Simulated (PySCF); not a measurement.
Competing steps

Reactants: CH₆SSi ([CH3][SiH2][SH]) (brackets give SMILES or just the links). Saddle points were found for several chosen steps; others may exist. Gas-phase electronic energies, without zero-point energy, by CCSD(T) at an estimated basis limit (MP2 extrapolated from triple and quadruple zeta, plus CCSD(T) − MP2 in triple zeta); PySCF 2.14 with density fitting (its default auxiliary sets; JK sets also for MP2 and CCSD(T)), def2-TZVPP and QZVPP, frozen cores, on PBE0-D4/def2-TZVP structures. Extrapolation: Hartree–Fock as exp(−7.88 √X), correlation as X^−2.97. No counterpoise correction.

**Question.** Rank the steps by the energy of their saddle points, lowest first, and give each saddle's height above the lowest. (Judge from chemistry; the value comes from the calculation.)
A. 1,2-elimination, to SiH₂S ([SiH2][S]) + CH₄ (breaks or loosens C–Si, H–S; forms C–H)
B. 1,2-elimination, to CH₄SSi ([CH3][SiH][S]) + H₂ (breaks or loosens H–S, H–Si; forms H–H)

**Answer.** By the calculation: B (0.0 kJ/mol), A (23.4 kJ/mol). Heights count from the lowest.

The lowest of these saddles lies at 211.8 kJ/mol relative to the reactant.

**Question.** Does the lowest of these saddles lead to the lowest end structure (the products still in contact)? (Judge from chemistry; the calculation decides.)

**Answer.** By the calculation: No: the step over a higher saddle ends lower. Relative to the reactant, the ends lie at 119.2 (CH₄SSi ([CH3][SiH][S]) + H₂); 104.4 (SiH₂S ([SiH2][S]) + CH₄) kJ/mol.

T1 diagnostic: at most 0.015.

For scale, one of the runs: CCSD(T)/def2-TZVPP, 199 basis functions, launched by `OMP_NUM_THREADS=4 python run.py`. Time: 5.2 min of wall clock on 4 CPU threads of an Arm Neoverse V1; the host was shared. Peak host memory: 2.1 GiB.
